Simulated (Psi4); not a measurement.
This Psi4 input (B3LYP/cc-pVDZ) gives -55.84149 Eh with 24 basis functions.

```
memory 2025 MB

molecule {
-1 1
N    -0.00356243    0.11201664    0.09548205
H     0.80776927   -0.37468272   -0.32489897
H    -0.78283228   -0.40943375   -0.34347535
}

set {
  basis cc-pvdz
  scf_type df
}

energy('b3lyp')
print_variables()
```

Change:
```diff
- basis cc-pvdz
+ basis aug-pcseg-1
```

Problem. What does the run give now?

Solution. -55.90461 Eh (B3LYP/aug-pcseg-1, 41 functions), a change of -63.12 mEh.
